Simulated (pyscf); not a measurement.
Structures and frequencies: ωB97X-D3(BJ)/def2-SVP in PySCF.

Estimate by transition-state theory (the high-pressure limit) the rate constant of HN=Ta(NH₂)(NH₂)–NH₂ + H₂O → H₂N–Ta(NH₂)(NH₂)(NH₂)–OH (singlet surface; H–O broken, H–N, O–Ta formed) at 900 K, with ωB97M-D3(BJ)/def2-TZVP energies (ideal gas, 1 atm, RRHO with modes under 100 cm⁻¹ raised to 100, one conformer, R ln 2 for chiral ones without a mode under 150 cm⁻¹; no tunnelling).

The electronic barrier is 3.0 kcal/mol and the thermal terms add +32.9, so ΔG‡ = 35.9 kcal/mol. With k_BT/h = 1.88e+13 s⁻¹ and RT = 1.788 kcal/mol, and a volume of 1.23e-19 cm³ per molecule at 1 atm, k = 4.4e-15 cm³ molecule⁻¹ s⁻¹. The product is born with the 36 kcal/mol of the reverse barrier and needs collisions to keep. Wigner's tunnelling factor for 1430i cm⁻¹ would be 1.22. A shift of 1 kcal/mol in the barrier changes k by a factor 1.7. On the reactant side the descent ends in an adduct with a O–Ta contact, 10.7 kcal/mol under the separated species and 12.0 kcal/mol under the saddle at ωB97X-D3(BJ)/def2-TZVP. What is counted as formed (O–Ta) is already present as a longer contact in the reactant adduct; forming that adduct is a step of its own. This is the saddle that the search found; another between the same sides may lie lower. Elements past Kr carry the def2 core potentials, without spin-orbit coupling.
